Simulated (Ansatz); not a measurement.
`COC=S` + `[SiH]S` → `CS[SiH]` + `OC=S` at 700 K and 1 bar (substitution at a C–O bond).

Computed with Ansatz on PBE0-D4/def2-TZVP structures; ΔE is electronic, products minus reactants. CCSD(T)/CBS is the MP2 limit (def2-TZVPP, def2-QZVPP) plus CCSD(T) − MP2 in def2-TZVPP, frozen cores. This one scheme is used for every species. One conformer a species, not always the lowest.

```
  species  CCSD(T)/CBS energy (Eh)  H − E (kJ/mol)  S (J/(mol·K))
  `COC=S`               -551.42124           209.7          384.8
 `[SiH]S`               -688.02937            79.2          304.9
`CS[SiH]`               -727.28803           174.1          371.9
   `OC=S`               -512.17609           119.7          313.4
```

H − E and S are ideal-gas, rigid-rotor, harmonic terms from PBE0-D4/def2-TZVP, for one conformer and one mirror image of each species. 1 Eh = 2625.50 kJ/mol, R = 8.31446 J/(mol·K).

Q: By hand: ΔE, ΔH, ΔS and ΔG.

A: ΔE = (-727.28803) + (-512.17609) − (-551.42124) − (-688.02937) = -0.01351 Eh = -35.5 kJ/mol. Δ(H − E) = 174.1 + 119.7 − 209.7 − 79.2 = 4.9, so ΔH = -30.6 kJ/mol. ΔS = 371.9 + 313.4 − 384.8 − 304.9 = -4.4 J/(mol·K). ΔG = -30.6 − 700 × (-4.4)/1000 = -27.5 kJ/mol.

Q: By hand: the equilibrium constant, and the temperature at which ΔG would vanish if ΔH and ΔS stayed fixed.

A: log₁₀ K = −ΔG/(RT ln 10) = 2.1. ΔG = 0 at ΔH/ΔS = 6955 K, far beyond where these terms or the molecules hold.

The number of gas molecules stays the same, so ΔS is small and ΔH decides. A doubt of 5 kJ/mol in ΔE shifts log₁₀ K by 0.4 here. Other conformers and mirror images would add mixing entropy, several J/(mol·K) or more a flexible species. Modes under 60 cm⁻¹, often nearly free rotors, make the harmonic entropy too high. These are equilibria of isolated gas molecules and say nothing of rates. Largest T1 diagnostic: 0.018 (customary marks: 0.02 for closed shells, 0.045 for open ones).
